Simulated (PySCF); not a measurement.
Homolysis of single bonds, series Si Cl-Br. Gas-phase values, no solvent. Strings in code marks are SMILES.

Level of theory: PySCF with B3LYP-D3(BJ)/def2-TZVP. B3LYP has the VWN-RPA correlation part, as in Gaussian. 

```csv
species,dipole moment (D)
whole molecule (`Cl[Si](Cl)(Cl)Cl`),0.00
radical fragment (`Cl[Si](Cl)Cl`),0.63
radical fragment (`[Cl]`),0.00
whole molecule (`Br[Si](Cl)(Cl)Cl`),0.09
radical fragment (`[Si](Cl)(Cl)Br`),0.59
radical fragment (`[Br]`),…
whole molecule (`Cl[Si](Br)(Cl)Br`),0.11
```

Complete the blanks.


- radical fragment (`[Br]`), dipole moment (D): 0.00
